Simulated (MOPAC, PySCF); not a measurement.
C3H6, SMILES `C=CC`, neutral singlet in the gas phase. 

Z-matrix (Å, degrees):
```
C
C 1 1.3268
H 2 1.0825 1 121.72
H 2 1.0846 3 116.83 1 -179.85
H 1 1.0871 2 118.85 3 0.06
C 1 1.4960 5 115.99 2 179.98
H 6 1.0909 1 111.46 5 -179.98
H 6 1.0940 7 108.28 1 122.38
H 6 1.0940 7 108.28 8 115.24
```
Charge 0, spin multiplicity 1.

All levels are single points at this geometry (B3LYP-D3(BJ)/def2-TZVP); Pople sets use spherical d functions. Orbital energies aren't observables, and empty levels follow the basis.

PBE-D3(BJ)/def2-TZVP in PySCF gives gap (eV) = 5.64.

Estimate the gap (eV) from each of these levels: TPSSh-D3(BJ)/def2-TZVP in PySCF; B3LYP/3-21G in PySCF; M06-2X/6-31G* in PySCF; SVWN5/6-31G* in PySCF; HF/6-31G* in PySCF; HF/STO-3G in PySCF; AM1 in MOPAC; PM3 in MOPAC.


| level | gap (eV) |
|---|---|
| TPSSh-D3(BJ)/def2-TZVP in PySCF | 6.72 |
| B3LYP/3-21G in PySCF | 7.79 |
| M06-2X/6-31G* in PySCF | 10.33 |
| SVWN5/6-31G* in PySCF | 5.77 |
| HF/6-31G* in PySCF | 14.84 |
| HF/STO-3G in PySCF | 17.20 |
| AM1 in MOPAC | 11.44 |
| PM3 in MOPAC | 11.32 |
